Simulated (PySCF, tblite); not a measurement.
# SiPH₅: protonation

What do calculations give for the protonation of SiPH₅ (`[SiH3]P`)?

Computed with tblite 0.8.0 and PySCF 2.14.0 and routines of our own; the level stands in each step. Atoms count from 0.

### Step 1. The system as given

7 atoms, charge 0, multiplicity 1; geometry from: start built from the parent or by distance geometry.

### Step 2. Relaxing the molecule with GFN2-xTB

Job settings and geometry (Å):

```
{"job": {"kind": "relax", "xc": "GFN2-xTB", "basis": "xTB"}, "charge": 0, "multiplicity": 1}
Si    -0.878400     0.125200    -0.023000
P      1.246100    -0.138800    -0.286500
H     -1.525400    -0.751600    -1.014300
H     -1.291600     1.539800    -0.272300
H     -1.354600    -0.343500     1.316600
H      1.758500    -1.418500     0.143800
H      2.052100     0.997200     0.081600
```

Command:

```sh
OMP_NUM_THREADS=1 python redox_run.py task.json out
```

This one command runs all jobs of the session in turn.

Output:

```text
step      E/eV     max force
  0    -183.81966    2.127
  1    -183.96821    1.692
  2    -184.28593    1.907
  3    -184.45862    1.972
  4    -184.55632    1.504
  5    -184.60147    0.830
  6    -184.62641    0.472
  7    -184.63279    0.429
  8    -184.65237    0.394
  9    -184.65883    0.373
 10    -184.67472    0.320
 11    -184.68334    0.348
 12    -184.69279    0.316
 13    -184.69747    0.153
 14    -184.69977    0.118
 15    -184.70109    0.108
 16    -184.70267    0.139
 17    -184.70457    0.136
 18    -184.70612    0.102
 19    -184.70689    0.068
 20    -184.70722    0.049
 21    -184.70745    0.057
 22    -184.70773    0.075
 23    -184.70807    0.077
 24    -184.70841    0.053
 25    -184.70859    0.036
 26    -184.70865    0.018
 27    -184.70868    0.020
 28    -184.70874    0.028
 29    -184.70883    0.039
 30    -184.70896    0.049
 31    -184.70907    0.040
 32    -184.70914    0.027
 33    -184.70920    0.042
 34    -184.70933    0.063
 35    -184.70961    0.091
 36    -184.71018    0.120
 37    -184.71099    0.143
 38    -184.71206    0.112
 39    -184.71295    0.035
 40    -184.71317    0.052
 41    -184.71335    0.049
 42    -184.71350    0.034
 43    -184.71368    0.027
 44    -184.71376    0.026
 45    -184.71386    0.021
 46    -184.71392    0.023
 47    -184.71395    0.010
 48    -184.71396    0.005
```

Wall time 0.12 s (1 thread of Intel Xeon Platinum 8488C, shared host).

Step by step: (not every step is listed)

```csv
step,energy from step 0 (eV),largest force (eV/Å)
0,0.0000,2.1272
1,-0.1486,1.6924
2,-0.4663,1.9065
3,-0.6390,1.9722
4,-0.7367,1.5036
5,-0.7818,0.8305
6,-0.8067,0.4720
7,-0.8131,0.4286
8,-0.8327,0.3936
11,-0.8637,0.3481
14,-0.8801,0.1179
17,-0.8849,0.1365
20,-0.8876,0.0489
23,-0.8884,0.0766
26,-0.8890,0.0177
29,-0.8892,0.0389
32,-0.8895,0.0269
35,-0.8899,0.0913
38,-0.8924,0.1122
41,-0.8937,0.0493
43,-0.8940,0.0267
44,-0.8941,0.0257
45,-0.8942,0.0215
46,-0.8943,0.0226
47,-0.8943,0.0102
48,-0.8943,0.0054
```

Close pairs (by a distance rule), those that changed most:

```csv
bond,before (Å),after (Å),change (Å)
Si0–P1,2.157,2.236,+0.079
P1–H5,1.444,1.383,-0.061
P1–H6,1.441,1.383,-0.058
Si0–H3,1.495,1.462,-0.033
Si0–H4,1.497,1.465,-0.032
Si0–H2,1.473,1.462,-0.011
```

The next job starts from the end point, and lists it.

### Step 3. Harmonic vibrations with GFN2-xTB

Job settings and geometry (Å):

```
{"job": {"kind": "ir", "xc": "GFN2-xTB", "basis": "xTB"}, "charge": 0, "multiplicity": 1}
Si    -0.824564     0.111908    -0.067439
P      1.344270    -0.024700    -0.591956
H     -1.526149    -0.855707    -0.909334
H     -1.248648     1.476902    -0.374121
H     -1.096087    -0.177297     1.343041
H      1.566523    -1.227998     0.052373
H      1.791322     0.706700     0.493282
```

Output:

```text
mode    cm-1     km/mol
  1     120.8      4.95
  2     455.9     42.09
  3     465.5     35.24
  4     493.9     16.61
  5     690.0     40.56
  6     708.6     15.43
  7     754.8    487.77
  8     768.4    221.07
  9     789.4    135.74
 10    1145.7     12.29
 11    2241.5    232.34
 12    2266.5     47.20
 13    2276.6    289.03
 14    2308.3    178.15
 15    2391.5    170.83
ZPE 106.929  H(298)-E 121.948  G(298)-E 37.499 kJ/mol  S 283.25 J/(mol K)
```

It took 0.13 s on 1 thread of Intel Xeon Platinum 8488C, shared host.

The strongest bands and the atoms that carry them (share of the mass-weighted mode):

```csv
cm⁻¹,km/mol,atoms
755,487.8,"H2 38 %, H3 38 %, H4 12 %"
768,221.1,"H2 40 %, H3 37 %, H4 15 %"
789,135.7,"H4 57 %, H3 22 %, H2 18 %"
2242,232.3,H4 97 %
2266,47.2,"H2 48 %, H3 40 %"
2277,289.0,"H3 51 %, H2 44 %"
2308,178.2,"H6 44 %, H5 43 %"
2392,170.8,"H5 48 %, H6 48 %"
```

### Step 4. Geometry optimisation at PBE0-D3(BJ)/def2-SVP

The job, as its differences from that of step 3:

```diff
@@ -1,2 +1,2 @@
-{"job": {"kind": "ir", "xc": "GFN2-xTB", "basis": "xTB"}, "charge": 0, "multiplicity": 1}
+{"job": {"xc": "PBE0", "basis": "def2-SVP", "d3": "d3bj", "grid": 1, "kind": "geom"}, "charge": 0, "multiplicity": 1}
 Si    -0.824564     0.111908    -0.067439
```

Output:

```text
step   0  E = -633.38340064  max force = 0.026715
step   1  E = -633.38653154  max force = 0.005366
step   2  E = -633.38665861  max force = 0.000512
step   3  E = -633.38666153  max force = 0.000131
optimisation converged
```

Run time: 3.7 s. Hardware: 1 thread of Intel Xeon Platinum 8488C, shared host.

Along the way:

```csv
step,energy from step 0 (eV),largest force component (eV/Å)
0,0.0000,1.3737
1,-0.0852,0.2759
2,-0.0887,0.0263
3,-0.0887,0.0067
```

Distances of close pairs at the start and the end, largest changes first:

```csv
bond,before (Å),after (Å),change (Å)
P1–H5,1.383,1.429,+0.046
P1–H6,1.383,1.429,+0.046
Si0–H3,1.462,1.494,+0.032
Si0–H2,1.462,1.494,+0.032
Si0–P1,2.236,2.267,+0.031
Si0–H4,1.465,1.495,+0.030
```

The final coordinates are the input of the step that follows.

```csv
at the end point,value
point group (found at 0.08 Å tolerance),Cs
"rotational constants (GHz, main isotopes)","50.891, 5.508, 5.485"
dipole moment (D),0.87
```

### Step 5. Harmonic vibrations (SiPH5): PBE0-D3(BJ)/def2-SVP

Job settings and geometry (Å):

```
{"job": {"xc": "PBE0", "basis": "def2-SVP", "d3": "d3bj", "grid": 2, "kind": "hessian"}, "charge": 0, "multiplicity": 1}
Si    -0.812972     0.107114    -0.061296
P      1.378427    -0.015687    -0.627573
H     -1.565045    -0.867217    -0.907601
H     -1.291698     1.487981    -0.369815
H     -1.082923    -0.190697     1.378541
H      1.576867    -1.265282     0.037395
H      1.808510     0.753258     0.497926
```

Output:

```text
coarse grid: 6352 points
cycle   1  E = -633.3102592236  dE = -2.380e-01  |g| = 1.058e-01  |ddm| = 2.195e+00
cycle   2  E = -633.3121830478  dE = -1.924e-03  |g| = 7.770e-02  |ddm| = 3.196e-01
cycle   3  E = -633.3143410045  dE = -2.158e-03  |g| = 1.343e-02  |ddm| = 1.583e-01
cycle   4  E = -633.3144134160  dE = -7.241e-05  |g| = 1.917e-03  |ddm| = 2.684e-02
cycle   5  E = -633.3144152077  dE = -1.792e-06  |g| = 5.368e-04  |ddm| = 4.642e-03
final grid: 50712 points
cycle   6  E = -633.3866421220  dE = -4.420e-06  |g| = 1.689e-03  |ddm| = 1.624e-02
cycle   7  E = -633.3866422888  dE = -1.668e-07  |g| = 1.544e-03  |ddm| = 5.984e-03
cycle   8  E = -633.3866431370  dE = -8.483e-07  |g| = 6.714e-05  |ddm| = 2.913e-03
cycle   9  E = -633.3866431389  dE = -1.861e-09  |g| = 2.499e-05  |ddm| = 1.558e-04
cycle  10  E = -633.3866431392  dE = -2.549e-10  |g| = 6.599e-06  |ddm| = 4.878e-05
cycle  11  E = -633.3866431392  dE = -1.228e-11  |g| = 4.986e-07  |ddm| = 9.768e-06
converged SCF energy = -633.3866431392

mode    cm-1
  1     175.5
  2     453.8
  3     465.2
  4     481.3
  5     729.6
  6     784.3
  7     894.4
  8     932.3
  9     944.1
 10    1088.0
 11    2223.6
 12    2237.1
 13    2241.9
 14    2401.0
 15    2416.5
ZPE 110.467  H(298)-E 124.873  G(298)-E 41.500 kJ/mol  S 279.63 J/(mol K)
```

Wall time 25 s (1 thread of Intel Xeon Platinum 8488C, shared host); peak memory 0.86 GiB.

Zero-point energy 110.47 kJ/mol (xTB gave 106.93).

### Step 6. Single point (SiPH5): M06-2X/def2-TZVP

Geometry: PBE0-D3(BJ)/def2-SVP.

The job, as its differences from that of step 5:

```diff
@@ -1,2 +1,2 @@
-{"job": {"xc": "PBE0", "basis": "def2-SVP", "d3": "d3bj", "grid": 2, "kind": "hessian"}, "charge": 0, "multiplicity": 1}
+{"job": {"kind": "sp", "xc": "M06-2X", "basis": "def2-TZVP", "grid": 3}, "charge": 0, "multiplicity": 1}
 Si    -0.812972     0.107114    -0.061296
```

Output:

```text
coarse grid: 25184 points
cycle   1  E = -633.7983515712  dE = -2.297e-01  |g| = 1.547e-01  |ddm| = 1.711e+00
cycle   2  E = -633.8048826173  dE = -6.531e-03  |g| = 7.795e-02  |ddm| = 1.897e-01
cycle   3  E = -633.8065225456  dE = -1.640e-03  |g| = 2.255e-02  |ddm| = 9.241e-02
cycle   4  E = -633.8066848132  dE = -1.623e-04  |g| = 5.106e-03  |ddm| = 2.437e-02
cycle   5  E = -633.8066928669  dE = -8.054e-06  |g| = 9.839e-04  |ddm| = 6.715e-03
final grid: 87400 points
cycle   6  E = -633.8059065183  dE = -6.075e-06  |g| = 1.515e-03  |ddm| = 6.224e-03
cycle   7  E = -633.8059067832  dE = -2.649e-07  |g| = 6.880e-04  |ddm| = 1.335e-03
cycle   8  E = -633.8059068608  dE = -7.762e-08  |g| = 1.058e-04  |ddm| = 5.261e-04
cycle   9  E = -633.8059068657  dE = -4.884e-09  |g| = 3.895e-05  |ddm| = 1.434e-04
converged SCF energy = -633.8059068657
```

It took 3.5 s on 1 thread of Intel Xeon Platinum 8488C, shared host; peak memory 0.52 GiB.

### Step 7. Relaxing the molecule with GFN2-xTB

This step treats SiPH₆+, `[SiH3][PH3+]`.

Job settings and geometry (Å):

```
{"job": {"kind": "relax", "xc": "GFN2-xTB", "basis": "xTB"}, "charge": 1, "multiplicity": 1}
Si    -0.796700     0.101000    -0.066600
P      1.367700    -0.007000    -0.650600
H     -1.547600    -0.874800    -0.904400
H     -1.294200     1.502600    -0.390400
H     -1.086100    -0.194500     1.389900
H      1.565900    -1.267000     0.028600
H      1.808900     0.759100     0.486900
H      1.813500     0.456900    -1.873800
```

Output:

```text
step      E/eV     max force
  0    -185.88950    2.914
  1    -186.15596    1.901
  2    -186.46451    1.555
  3    -186.59808    1.445
  4    -186.82600    1.011
  5    -186.86630    0.669
  6    -186.89502    0.327
  7    -186.89863    0.179
  8    -186.90396    0.194
  9    -186.90764    0.221
 10    -186.91491    0.308
 11    -186.92026    0.235
 12    -186.92335    0.115
 13    -186.92426    0.110
 14    -186.92516    0.100
 15    -186.92657    0.141
 16    -186.92797    0.124
 17    -186.92875    0.066
 18    -186.92905    0.060
 19    -186.92926    0.067
 20    -186.92961    0.068
 21    -186.93030    0.119
 22    -186.93145    0.159
 23    -186.93283    0.148
 24    -186.93381    0.077
 25    -186.93410    0.036
 26    -186.93419    0.026
 27    -186.93429    0.028
 28    -186.93437    0.032
 29    -186.93443    0.023
 30    -186.93448    0.023
 31    -186.93454    0.027
 32    -186.93461    0.026
 33    -186.93467    0.024
 34    -186.93469    0.010
```

Run time: 0.2 s. Hardware: 1 thread of Intel Xeon Platinum 8488C, shared host.

Along the way: (not every step is listed)

```csv
step,energy from step 0 (eV),largest force (eV/Å)
0,0.0000,2.9144
1,-0.2665,1.9008
2,-0.5750,1.5547
3,-0.7086,1.4446
4,-0.9365,1.0108
5,-0.9768,0.6693
6,-1.0055,0.3267
7,-1.0091,0.1793
8,-1.0145,0.1936
10,-1.0254,0.3077
12,-1.0339,0.1148
14,-1.0357,0.1001
16,-1.0385,0.1239
18,-1.0395,0.0601
20,-1.0401,0.0678
22,-1.0420,0.1586
24,-1.0443,0.0766
26,-1.0447,0.0262
28,-1.0449,0.0320
29,-1.0449,0.0233
30,-1.0450,0.0226
31,-1.0450,0.0270
32,-1.0451,0.0265
33,-1.0452,0.0240
34,-1.0452,0.0098
```

Close pairs (by a distance rule), those that changed most:

```csv
bond,before (Å),after (Å),change (Å)
Si0–P1,2.244,2.356,+0.112
P1–H5,1.445,1.378,-0.067
P1–H6,1.441,1.378,-0.063
Si0–H3,1.522,1.461,-0.062
Si0–H4,1.514,1.460,-0.054
Si0–H2,1.489,1.461,-0.029
P1–H7,1.382,1.378,-0.004
```

The final coordinates are the input of the step that follows.

### Step 8. Harmonic vibrations with GFN2-xTB

Job settings and geometry (Å):

```
{"job": {"kind": "ir", "xc": "GFN2-xTB", "basis": "xTB"}, "charge": 1, "multiplicity": 1}
Si    -1.076518     0.140965    -0.046009
P      1.247877    -0.003133    -0.405239
H     -1.547570    -0.884774    -0.973062
H     -1.314178     1.532609    -0.420486
H     -1.138030    -0.179831     1.377406
H      1.859354    -1.222800    -0.211161
H      2.073608     0.792623     0.358911
H      1.726833     0.300498    -1.660736
```

Output:

```text
mode    cm-1     km/mol
  1      74.8      0.00
  2     278.7      1.38
  3     279.4      1.34
  4     327.2     48.77
  5     496.1     36.44
  6     496.7     36.54
  7     704.5    137.75
  8     705.2    138.45
  9     718.7    368.09
 10     983.5     40.99
 11    1056.6      2.97
 12    1058.0      2.90
 13    2302.0      0.46
 14    2321.2    148.10
 15    2322.3    147.79
 16    2385.2      0.05
 17    2445.5     14.99
 18    2448.3     14.99
ZPE 128.023  H(298)-E 145.670  G(298)-E 58.802 kJ/mol  S 291.36 J/(mol K)
```

Wall time 0.15 s (1 thread of Intel Xeon Platinum 8488C, shared host).

The strongest bands and the atoms that carry them (share of the mass-weighted mode):

```csv
cm⁻¹,km/mol,atoms
327,48.8,"Si0 51 %, P1 41 %"
497,36.5,"H4 52 %, H2 25 %"
704,137.8,"H3 59 %, H2 27 %, H4 10 %"
705,138.4,"H4 54 %, H2 37 %"
719,368.1,"H4 31 %, H2 30 %, H3 30 %"
984,41.0,"H7 30 %, H6 29 %, H5 29 %"
2321,148.1,"H2 55 %, H3 39 %"
2322,147.8,"H4 66 %, H3 23 %"
```

### Step 9. Relaxing the molecule at PBE0-D3(BJ)/def2-SVP

This step treats SiPH6+, `[SiH3][PH3+]`.

The job, as its differences from that of step 8:

```diff
@@ -1,2 +1,2 @@
-{"job": {"kind": "ir", "xc": "GFN2-xTB", "basis": "xTB"}, "charge": 1, "multiplicity": 1}
+{"job": {"xc": "PBE0", "basis": "def2-SVP", "d3": "d3bj", "grid": 1, "kind": "geom"}, "charge": 1, "multiplicity": 1}
 Si    -1.076518     0.140965    -0.046009
```

Output:

```text
step   0  E = -633.70693094  max force = 0.018810
step   1  E = -633.71165216  max force = 0.007708
step   2  E = -633.71180351  max force = 0.001219
step   3  E = -633.71181466  max force = 0.000438
optimisation converged
```

Run time: 4.6 s. Hardware: 1 thread of Intel Xeon Platinum 8488C, shared host.

Relaxation path:

```csv
step,energy from step 0 (eV),largest force component (eV/Å)
0,0.0000,0.9672
1,-0.1285,0.3964
2,-0.1326,0.0627
3,-0.1329,0.0225
```

Close pairs (by a distance rule), those that changed most:

```csv
bond,before (Å),after (Å),change (Å)
Si0–P1,2.356,2.320,-0.036
P1–H7,1.378,1.412,+0.034
P1–H6,1.378,1.412,+0.034
P1–H5,1.378,1.412,+0.034
Si0–H4,1.460,1.482,+0.022
Si0–H3,1.461,1.482,+0.022
Si0–H2,1.461,1.482,+0.022
```

The next job starts from the end point, and lists it.

```csv
at the end point,value
point group (found at 0.08 Å tolerance),C3v
"rotational constants (GHz, main isotopes)","44.234, 5.041, 5.040"
```

### Step 10. Harmonic vibrations (SiPH₆+): PBE0-D3(BJ)/def2-SVP

Job settings and geometry (Å):

```
{"job": {"xc": "PBE0", "basis": "def2-SVP", "d3": "d3bj", "grid": 2, "kind": "hessian"}, "charge": 1, "multiplicity": 1}
Si    -1.007385     0.139542    -0.054564
P      1.280303    -0.009245    -0.411100
H     -1.532056    -0.874549    -0.999823
H     -1.284321     1.552211    -0.407811
H     -1.124454    -0.199210     1.383588
H      1.801843    -1.300098    -0.176339
H      2.031298     0.850848     0.419291
H      1.669567     0.314560    -1.729076
```

Output:

```text
coarse grid: 6968 points
cycle   1  E = -633.6240551356  dE =  5.621e-02  |g| = 1.961e-01  |ddm| = 2.299e+00
cycle   2  E = -633.6329014365  dE = -8.846e-03  |g| = 1.384e-01  |ddm| = 4.942e-01
cycle   3  E = -633.6395301775  dE = -6.629e-03  |g| = 1.504e-02  |ddm| = 2.127e-01
cycle   4  E = -633.6396036296  dE = -7.345e-05  |g| = 2.680e-03  |ddm| = 1.969e-02
cycle   5  E = -633.6396058580  dE = -2.228e-06  |g| = 4.293e-04  |ddm| = 4.371e-03
final grid: 56088 points
cycle   6  E = -633.7117940698  dE = -4.752e-06  |g| = 2.094e-03  |ddm| = 1.574e-02
cycle   7  E = -633.7117945664  dE = -4.966e-07  |g| = 1.716e-03  |ddm| = 5.285e-03
cycle   8  E = -633.7117955297  dE = -9.634e-07  |g| = 4.468e-05  |ddm| = 2.468e-03
cycle   9  E = -633.7117955305  dE = -7.961e-10  |g| = 1.580e-05  |ddm| = 8.375e-05
cycle  10  E = -633.7117955306  dE = -9.288e-11  |g| = 3.662e-06  |ddm| = 2.437e-05
converged SCF energy = -633.7117955306

mode    cm-1
  1     132.1
  2     388.0
  3     388.4
  4     399.3
  5     657.2
  6     658.3
  7     827.0
  8     901.4
  9     901.5
 10     966.5
 11    1080.7
 12    1080.8
 13    2278.6
 14    2319.1
 15    2319.6
 16    2502.4
 17    2539.0
 18    2539.1
ZPE 136.846  H(298)-E 152.442  G(298)-E 69.239 kJ/mol  S 279.06 J/(mol K)
```

Wall time 36 s (1 thread of Intel Xeon Platinum 8488C, shared host); peak memory 0.96 GiB.

Zero-point energy 136.85 kJ/mol (xTB gave 128.02).

### Step 11. Single point (SiPH6+): M06-2X/def2-TZVP

Geometry: PBE0-D3(BJ)/def2-SVP.

The job, as its differences from that of step 10:

```diff
@@ -1,2 +1,2 @@
-{"job": {"xc": "PBE0", "basis": "def2-SVP", "d3": "d3bj", "grid": 2, "kind": "hessian"}, "charge": 1, "multiplicity": 1}
+{"job": {"kind": "sp", "xc": "M06-2X", "basis": "def2-TZVP", "grid": 3}, "charge": 1, "multiplicity": 1}
 Si    -1.007385     0.139542    -0.054564
```

Output:

```text
coarse grid: 27656 points
cycle   1  E = -634.1013814113  dE =  8.401e-02  |g| = 2.670e-01  |ddm| = 1.778e+00
cycle   2  E = -634.1251164106  dE = -2.373e-02  |g| = 1.498e-01  |ddm| = 4.009e-01
cycle   3  E = -634.1307346746  dE = -5.618e-03  |g| = 2.209e-02  |ddm| = 1.579e-01
cycle   4  E = -634.1308790568  dE = -1.444e-04  |g| = 5.327e-03  |ddm| = 2.396e-02
cycle   5  E = -634.1308874442  dE = -8.387e-06  |g| = 1.355e-03  |ddm| = 4.792e-03
final grid: 97208 points
cycle   6  E = -634.1305478075  dE = -1.070e-05  |g| = 2.082e-03  |ddm| = 7.556e-03
cycle   7  E = -634.1305484159  dE = -6.084e-07  |g| = 1.084e-03  |ddm| = 2.169e-03
cycle   8  E = -634.1305486157  dE = -1.997e-07  |g| = 1.201e-04  |ddm| = 8.242e-04
cycle   9  E = -634.1305486235  dE = -7.780e-09  |g| = 4.635e-05  |ddm| = 1.767e-04
converged SCF energy = -634.1305486235
```

Run time: 4.4 s. Hardware: 1 thread of Intel Xeon Platinum 8488C, shared host; peak memory 0.56 GiB.

### Step 12. Protonation: M06-2X/def2-TZVP

This step combines the energies above: geometries from PBE0-D3(BJ)/def2-SVP, zero-point and thermal terms from PBE0-D3(BJ)/def2-SVP.

Job settings and geometry (Å):

```
{"job": {"kind": "pa", "geom": {"xc": "PBE0", "basis": "def2-SVP", "d3": "d3bj", "grid": 1}, "hess": 1, "level": {"xc": "M06-2X", "basis": "def2-TZVP", "grid": 3}}, "charge": 0, "multiplicity": 1}
Si    -0.812972     0.107114    -0.061296
P      1.378427    -0.015687    -0.627573
H     -1.565045    -0.867217    -0.907601
H     -1.291698     1.487981    -0.369815
H     -1.082923    -0.190697     1.378541
H      1.576867    -1.265282     0.037395
H      1.808510     0.753258     0.497926
```

Output (the driver's rows laid out field by field):

```text
protonation site by site, M06-2X/def2-TZVP // PBE0-D3(BJ)/def2-SVP

row 1
  formula                 H6PSi
  charge                  1
  multiplicity            1
  smiles                  [SiH3][PH3+]
  kept                    yes
  pieces                  1
  point_group             C3v
  atom                    1
  element                 P
  electronic              852.35
  enthalpy                830.97
  free_energy             798.32
  share_gas               1.0
```

Run time: 78 s. Hardware: 1 thread of Intel Xeon Platinum 8488C, shared host; peak memory 0.56 GiB.

Energy given off on adding a proton (kJ/mol, gas phase, 298 K for the thermal columns):

```csv
site,product,electronic,enthalpy,free energy
P1,[SiH3][PH3+],852.4,831.0,798.3
```

### Step 13. Single point (SiPH₅): wavefunction

Geometry: PBE0-D3(BJ)/def2-SVP.

Job settings and geometry (Å):

```
{"job": {"kind": "sp", "xc": "CCSD(T)", "basis": "ma-def2-TZVP", "grid": 2}, "charge": 0, "multiplicity": 1}
Si    -0.812972     0.107114    -0.061296
P      1.378427    -0.015687    -0.627573
H     -1.565045    -0.867217    -0.907601
H     -1.291698     1.487981    -0.369815
H     -1.082923    -0.190697     1.378541
H      1.576867    -1.265282     0.037395
H      1.808510     0.753258     0.497926
```

With the program's defaults for keys left out, this is: wavefunction single point, frozen core, gas phase.

Output:

```text
final grid: 50712 points
cycle   1  E = -632.5649877384  dE = -3.342e-01  |g| = 2.392e-01  |ddm| = 1.693e+00
cycle   2  E = -632.5933494539  dE = -2.836e-02  |g| = 7.740e-02  |ddm| = 2.408e-01
cycle   3  E = -632.5964855967  dE = -3.136e-03  |g| = 2.751e-02  |ddm| = 1.015e-01
cycle   4  E = -632.5969889263  dE = -5.033e-04  |g| = 5.458e-03  |ddm| = 3.974e-02
cycle   5  E = -632.5970149146  dE = -2.599e-05  |g| = 1.618e-03  |ddm| = 1.082e-02
cycle   6  E = -632.5970174712  dE = -2.557e-06  |g| = 4.027e-04  |ddm| = 4.113e-03
cycle   7  E = -632.5970176204  dE = -1.491e-07  |g| = 8.307e-05  |ddm| = 1.046e-03
cycle   8  E = -632.5970176279  dE = -7.502e-09  |g| = 2.303e-05  |ddm| = 2.056e-04
converged SCF energy = -632.5970176279
E(HF, exact integrals) = -632.5970387353
E(MP2) = -632.8718106588
E(CCSD) = -632.9210475987
E(CCSD(T)) = -632.9326943994
T1 diagnostic = 0.0136
```

Run time: 19 s. Hardware: 1 thread of Intel Xeon Platinum 8488C, shared host; peak memory 1 GiB.

### Step 14. Single point (SiPH6+): wavefunction

Geometry: PBE0-D3(BJ)/def2-SVP.

Job settings and geometry (Å):

```
{"job": {"kind": "sp", "xc": "CCSD(T)", "basis": "ma-def2-TZVP", "grid": 2}, "charge": 1, "multiplicity": 1}
Si    -1.007385     0.139542    -0.054564
P      1.280303    -0.009245    -0.411100
H     -1.532056    -0.874549    -0.999823
H     -1.284321     1.552211    -0.407811
H     -1.124454    -0.199210     1.383588
H      1.801843    -1.300098    -0.176339
H      2.031298     0.850848     0.419291
H      1.669567     0.314560    -1.729076
```

Level: wavefunction single point, frozen core, gas phase.

Output:

```text
final grid: 56088 points
cycle   1  E = -632.8660494207  dE = -2.876e-02  |g| = 3.648e-01  |ddm| = 1.774e+00
cycle   2  E = -632.9291056268  dE = -6.306e-02  |g| = 1.147e-01  |ddm| = 4.113e-01
cycle   3  E = -632.9342088869  dE = -5.103e-03  |g| = 3.676e-02  |ddm| = 1.333e-01
cycle   4  E = -632.9349668886  dE = -7.580e-04  |g| = 7.403e-03  |ddm| = 4.144e-02
cycle   5  E = -632.9350074911  dE = -4.060e-05  |g| = 1.508e-03  |ddm| = 1.041e-02
cycle   6  E = -632.9350093726  dE = -1.881e-06  |g| = 2.701e-04  |ddm| = 3.587e-03
cycle   7  E = -632.9350094298  dE = -5.726e-08  |g| = 5.601e-05  |ddm| = 7.280e-04
cycle   8  E = -632.9350094320  dE = -2.197e-09  |g| = 1.157e-05  |ddm| = 1.312e-04
converged SCF energy = -632.9350094320
E(HF, exact integrals) = -632.9350235537
E(MP2) = -633.1969432486
E(CCSD) = -633.2494445391
E(CCSD(T)) = -633.2590442232
T1 diagnostic = 0.0129
```

Wall time 22 s (1 thread of Intel Xeon Platinum 8488C, shared host); peak memory 1.1 GiB.

[end of part 1 of 2]
